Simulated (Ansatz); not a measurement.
A CCSD(T) single point on ClH5Si2 (`[SiH3][SiH2]Cl`).

```yaml
crystal:
  periodic: [false, false, false]
  atoms:
    - {symbol: Si, position_ang: [-0.706459, 0.881805, -0.390293]}
    - {symbol: Si, position_ang: [0.573424, -0.938822, 0.325930]}
    - {symbol: Cl, position_ang: [2.431623, -0.252943, 0.908041]}
    - {symbol: H, position_ang: [-2.053039, 0.410125, -0.813029]}
    - {symbol: H, position_ang: [-0.034269, 1.540738, -1.540040]}
    - {symbol: H, position_ang: [-0.854542, 1.855741, 0.722090]}
    - {symbol: H, position_ang: [-0.041819, -1.622835, 1.491372]}
    - {symbol: H, position_ang: [0.777180, -1.930910, -0.759870]}
basis:
  gaussian: {orbitals: def2-TZVPP}
correlation: {method: ccsd_t}
output: {orbitals: {seedname: orbitals}}
```

```sh
$ ansatz run in.yaml --threads 2 --pin off --events-out ev --progress --plain
```

Output of Ansatz, abridged:

```
Functional definition: HF
1110 factors; integrals over basis functions are off by at most 7.5e-4 eV
mean field evaluation 1: about -28307.8651 eV, gradient 1.6e1 eV
mean field evaluation 2: about -28308.0636 eV, gradient 1.6e1 eV
mean field evaluation 4: about -28309.4497 eV, gradient 2.5e0 eV
mean field evaluation 8: about -28309.4760 eV, gradient 9.7e-2 eV
mean field -28309.47602403 eV, -1040.3540550311 hartree, gradient 5.1e-6 eV, S^2 0.000000; 0 other end points of the search recorded, 0 dependent functions left out
15 core orbitals not correlated: weight in the atoms' cores, before any rotation towards them, 1.000 or more for the frozen orbitals, at most 0.000 for the correlated occupied ones
reference -28309.47602403 eV, -1040.3540550311 hartree; 10, 10 occupied and 171, 171 virtual orbitals, 1110 factors
second order -12.04810107 eV of doubles, -0.00000000 eV of singles
cycle   1  -13.17962099 eV  change    -1.1e0 eV  update   8.1e-2
cycle   2  -13.60316895 eV  change   -4.2e-1 eV  update   2.6e-2
cycle   3  -13.63854405 eV  change   -3.5e-2 eV  update   8.8e-3
cycle   4  -13.63270711 eV  change    5.8e-3 eV  update   2.8e-3
cycle   5  -13.63176059 eV  change    9.5e-4 eV  update   8.4e-4
cycle   6  -13.63167996 eV  change    8.1e-5 eV  update   2.6e-4
cycle   7  -13.63167291 eV  change    7.0e-6 eV  update   7.0e-5
cycle   8  -13.63169727 eV  change   -2.4e-5 eV  update   2.4e-5
cycle   9  -13.63170149 eV  change   -4.2e-6 eV  update   8.3e-6
perturbative correction -0.50099223 eV, -0.0184111250 hartree
Total energy: -28323.60871776 eV, -1040.8734219460 hartree
```

Run time 23 s (2 threads of a server CPU on a shared host); peak host memory 2 GiB.

The correlation energy is -14.133 eV, 3.5 % of it from (T); the T1 diagnostic reads 0.0110.
